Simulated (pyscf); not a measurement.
Optimised with ωB97X-D3(BJ)/def2-SVP in PySCF.

### Question
For Cl–In(Cl)–Cl + HO–SiH₃ → HCl + HO–SiH₂–In(Cl)–Cl, a four-centre exchange (singlet surface; Cl–In, H–Si broken, Cl–H, In–Si formed), PBE/def2-TZVP gives ΔE‡ = 113.6 kJ/mol and ΔE = +47.8 kJ/mol (zero: the separated reactants). In which direction and how far do B3LYP-D3(BJ)/def2-TZVP, PBE0-D3(BJ)/def2-TZVP, ωB97M-D3(BJ)/def2-TZVP move these?

### Answer
B3LYP-D3(BJ): ΔE‡ = 137.0 kJ/mol, ΔE = +56.8 kJ/mol; PBE0-D3(BJ): ΔE‡ = 121.8 kJ/mol, ΔE = +52.8 kJ/mol; ωB97M-D3(BJ): ΔE‡ = 156.1 kJ/mol, ΔE = +62.8 kJ/mol. PBE's barrier lies under all of them, by 8.1 to 42.4 kJ/mol. Its reaction energy lies under all of them, by 5.0 to 15.0 kJ/mol. On the reactant side the descent ends in an adduct with a H–In contact, 54.7 kJ/mol under the separated species and 188.8 kJ/mol under the saddle at ωB97X-D3(BJ)/def2-TZVP. On the product side the descent ends in an adduct with a Cl–In contact (not fully relaxed), 43.5 kJ/mol under the separated species and 120.4 kJ/mol under the saddle at ωB97X-D3(BJ)/def2-TZVP. What is counted as broken (Cl–In) persists as a longer contact in the product adduct; parting that adduct is a step of its own. At ωB97X-D3(BJ)/def2-TZVP the barrier from the zero used here is 134.0 kJ/mol. This is the saddle that the search found; another between the same sides may lie lower. Elements past Kr carry the def2 core potentials, without spin-orbit coupling.
